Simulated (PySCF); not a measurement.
Ionisation of acrylonitrile

Parent: acrylonitrile, `C=CC#N` (C3H3N). Atom numbers as in the mapped SMILES `[CH2:1]=[CH:2][C:3]#[N:4]`.

Energies: ωB97X-D3(BJ)/ma-def2-TZVP (PySCF, density fitting, integration grid level 2) on PBE0-D3(BJ)/def2-SVP structures. Thermal corrections: PBE0-D3(BJ)/def2-SVP frequencies, unscaled, ideal gas at 298.15 K and 1 bar, quasi-RRHO entropy.

Frontier levels of the parent: HOMO -10.79 eV, LUMO 0.31 eV.

Oxidation to the radical cation:
- Vertical ionisation energy (electronic): 10.86 eV
- Adiabatic ionisation energy (with zero-point energy): 10.68 eV
- Adiabatic, electronic part: 10.74 eV
- Vertical gap at the product's structure: 10.51 eV
- Inner reorganisation energy (four-point): 356 meV
- Relaxation of product / of parent: 127 / 228 meV
- ⟨S²⟩ of the product: 0.787
- Largest spin populations: C1 0.45, N4 0.45, C2 0.24, C3 -0.11
- Largest changes of atomic charge: N4 0.28, C1 0.25, C2 0.17
- Distances that move most (Å): C1–C2 1.338 → 1.402; C2–C3 1.429 → 1.389; C3–N4 1.160 → 1.179; C2–H 1.095 → 1.100
- Potential in acetonitrile: 7.98 V absolute, 3.43 V against Fc+/Fc computed at 4.54 V (solvation -26 → -285 kJ/mol)

Solvents are IEF-PCM continua (electrostatics only, gas-phase structures); absolute potentials refer to an electron at rest in vacuum. Fc+/Fc in acetonitrile, 4.54 V, is ωB97X-D3(BJ)/ma-def2-TZVP on PBE0-D3(BJ)/def2-SVP structures with GFN2-xTB thermal terms. Benchmark calculations put it near 5.0 V in acetonitrile and DMSO, so it is about 0.5 V low, and the value against it can read up to that much too high.

Measured values (NIST Chemistry WebBook, evaluated or the median of agreeing entries): vertical ionisation energy 11.01 eV (computed 10.86, difference -0.15); adiabatic ionisation energy 10.91 eV (computed 10.68, difference -0.23).

Run with `OMP_NUM_THREADS=1 python redox_run.py task.json out` on 1 thread of Intel Xeon Platinum 8259CL @ 2.50GHz, a shared host. Structures, frequencies and single points: 4.9 min of wall time.

Differences come from unrounded values, so a last digit can differ from that of the printed terms.
